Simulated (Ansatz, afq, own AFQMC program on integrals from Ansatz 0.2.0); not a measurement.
# GeNH₂⁺, triplet in cc-pVTZ, levels against CCSDT(Q)

```xyz
4

Ge    0.0000    0.0000    0.4319
N     0.0000    0.0000   -1.8834
H     0.0000    0.8309   -2.4773
H     0.0000   -0.8309   -2.4773
```

Connectivity, by distances: Ge–NH2.

Basis cc-pVTZ. Only valence electrons are correlated. AFQMC by an in-house program on the Cholesky factors that Ansatz 0.2.0 writes for its CCSD(T) run. The CISD trial takes its coefficients from CCSD amplitudes. Released means that phaseless walkers are propagated on without the constraint, phases kept. Uncertainties: one standard error, sampling alone. No spin–orbit coupling.

Determinant: UHF, the one that the program's search chose, which needn't be the lowest solution. The geometry is a PBE0/def2-TZVP stationary point of this or a neighbouring charge and spin state.

No full CI on the walks' own integrals is used here; CCSDT(Q) serves as the reference and is uncertain by about the last step of the cluster series.

Cautions: no relativity below Rb; no spin-orbit coupling; inner d shell frozen; lower spins were not checked.

* T1 diagnostic: 0.0149
* weight of the determinant in the CISD state: 0.892
* ⟨S²⟩ of the determinant: 2.034
* size of the correlated space: 10 electrons in 86 orbitals

```
  level  correlation energy (eV)
    MP2                  -6.2230
   CCSD                  -7.0406
CCSD(T)                  -7.2577
```

Q: Estimate where AFQMC with the constraint released lies against CCSD(T) on the same integrals.

A: 1.09 ± 0.20 mEh below CCSD(T).

Reference: CCSDT(Q), correlation energy -7.291 eV. The released energy is read at 1.50 1/Eh (meV from the phaseless value at times in 1/Eh: -3 ± 4 at 0.24, -7 ± 4 at 0.50, 1 ± 4 at 1.00, -7 ± 6 at 1.50).

| level | E − E(reference) (mEh) | share of correlation (%) |
| --- | --- | --- |
| CCSD(T) | 1.22 | 99.55 |
| CCSDT | 0.33 | 99.88 |
| ph-AFQMC/CISD | 0.39 ± 0.18 | 99.86 |
| released AFQMC | 0.12 ± 0.20 | 99.95 |

A walk keeps the symmetry of its determinant, which the program's search chose and which needn't be the lowest solution, so a lower state of the same spin and another symmetry isn't excluded. Released energies are given only where the last usable release times agree within the noise; a slower fall can still hide under it.
